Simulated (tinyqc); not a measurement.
Worked calculation: extended Hueckel theory, for BH-. The parameters take no account of the charge, which enters only through the electron count, and nothing here shows that the anion is bound. One step of it, computed by the program tinyqc.

Problem. Wolfsberg-Helmholz matrix. H_ij = K' S_ij (H_ii + H_jj)/2 for i != j (the diagonal keeps H_ii), with K' = 2.

overlap S:
```
           1B 2s    1B 2px    1B 2py    1B 2pz     2H 1s
1B 2s   1.000000  0.000000  0.000000  0.000000  0.485885
1B 2px  0.000000  1.000000  0.000000  0.000000  0.000000
1B 2py  0.000000  0.000000  1.000000  0.000000  0.000000
1B 2pz  0.000000  0.000000  0.000000  1.000000  0.530321
2H 1s   0.485885  0.000000  0.000000  0.530321  1.000000
```

diagonal H_ii (eV): 1B 2s -15.200000, 1B 2px -8.500000, 1B 2py -8.500000, 1B 2pz -8.500000, 2H 1s -13.600000

K = 2.000000

Give: H.

Solution.

H (eV):
```
           1B 2s   1B 2px   1B 2py    1B 2pz     2H 1s
1B 2s   -15.2000   0.0000   0.0000    0.0000  -13.9935
1B 2px    0.0000  -8.5000   0.0000    0.0000    0.0000
1B 2py    0.0000   0.0000  -8.5000    0.0000    0.0000
1B 2pz    0.0000   0.0000   0.0000   -8.5000  -11.7201
2H 1s   -13.9935   0.0000   0.0000  -11.7201  -13.6000
```
